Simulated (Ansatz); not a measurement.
C₂H₇N, singlet: reading a ladder of total energies

Geometry: MP2(full)/6-31G*, from the G2/97 set.

```xyz
10

C     1.2512   -0.3695    0.0000
C     0.0412    0.5600    0.0000
N    -1.2641   -0.1034    0.0000
H     2.1905    0.1926    0.0000
H     1.2430   -1.0137    0.8849
H     1.2430   -1.0137   -0.8849
H     0.0758    1.2150   -0.8765
H     0.0758    1.2150    0.8765
H    -1.3311   -0.7143    0.8131
H    -1.3311   -0.7143   -0.8131
```

Basis STO-3G; Ansatz 0.2.0. Only valence electrons are correlated (noble-gas cores frozen), which leaves 20 electrons in 19 orbitals. Prefix R: restricted or restricted open-shell reference.

Full CI isn't at hand for all of this; RCCSDTQ serves as the reference, and is uncertain by about the last step of the cluster series.

Runs differ by some tens of microhartree through their thresholds, so steps under 0.03 kcal/mol mean nothing.

| level | total energy (hartree) |
| --- | --- |
| RHF | -132.614386 |
| RMP2 | -132.763532 |
| RCCSD | -132.814281 |
| RCCSD(T) | -132.815359 |
| RCCSDT | -132.815634 |
| RCCSDT(Q) | -132.815783 |
| RCCSDTQ | -132.815809 |

Problem. What is the correlation energy at RCCSDTQ, and what share of it do RMP2 and RCCSDT recover?

Solution. E(corr) = -132.815809 − (-132.614386) = -0.201423 hartree = -5.481 eV. RMP2: -0.149146 / -0.201423 = 74.05 %. RCCSDT: -0.201248 / -0.201423 = 99.91 %.

Problem. By how many kcal/mol does RCCSD(T) miss RCCSDTQ (1 hartree = 627.509 kcal/mol), and which steps make up the rest?

Solution. -132.815359 − (-132.815809) = 0.000450 hartree = 0.28 kcal/mol. Steps: RCCSDT − RCCSD(T) = -0.17, RCCSDT(Q) − RCCSDT = -0.09, RCCSDTQ − RCCSDT(Q) = -0.02 kcal/mol. That is within 1 kcal/mol of the reference in this basis, which itself misses far more of the correlation at the basis-set limit.
